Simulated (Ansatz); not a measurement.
# One elementary step

Start structure (CH₆N, doublet), relaxed at PBE0-D4/def2-TZVP:

```
8
angstrom
H -1.0074 0.5896 0.8257
N -0.5345 0.8123 -0.0408
C 0.7924 0.2214 -0.0678
H -1.6478 -2.3214 0.3066
H -1.1061 0.4417 -0.7891
H 1.3936 0.6447 0.7402
H 1.2872 0.4854 -1.0051
H 0.8226 -0.8738 0.0303
```

The step: CH₅N ([CH3][NH2]) + H → CH₄N ([CH3][NH]) + H₂; bonds formed: H1–H4; bonds broken: H1–N2. Program: Ansatz 0.2.0. Basis: def2-TZVPP and def2-QZVPP. Cores are frozen in the correlated methods; orbitals are unrestricted. Extrapolation: Hartree–Fock as exp(−7.88 √X), correlation as X^−2.97. Energies below are by CCSD(T) at an estimated basis limit (MP2 extrapolated from triple and quadruple zeta, plus CCSD(T) − MP2 in triple zeta).

**Question.** What are the electronic barrier and the energy of the step, from the start structure to the end structure? (An estimate is asked for; the value comes from the calculation.)

**Answer.** By the calculation: Barrier 50.2 kJ/mol; step energy -9.2 kJ/mol (downhill); reverse barrier, their difference, 59.4 kJ/mol. Barrier and step energy count from the start structure, the reverse barrier from the end structure.

The saddle point: One imaginary mode of 1343i cm⁻¹.
| pair | start (Å) | saddle (Å) | end (Å) |
| --- | --- | --- | --- |
| H1–H4 | 3.03 | 0.92 | 0.75 |
| H1–N2 | 1.01 | 1.27 | 2.59 |

Zero-point energy (harmonic, PBE0-D4): ZPE is 170.0 kJ/mol at the start and 161.7 kJ/mol at the saddle, so the barrier goes from 50.2 to 41.9 kJ/mol.

The T1 diagnostic stays at or below 0.018. ⟨S²⟩ of the unrestricted Hartree–Fock references: 0.75 to 0.79 (a pure state has 0.75).

Labels in which every atom is bracketed show which atoms are joined, not bond orders.

For scale, one of the runs: CCSD(T)/def2-TZVPP, 146 basis functions, launched by `ansatz run in.yaml --threads 2 --pin off --events-out ev --progress --plain --max-ram 4352MiB`. Time: 45 s of wall clock on 2 CPU threads of an Arm Neoverse V1; the host was shared. Peak host memory: 2.1 GiB.
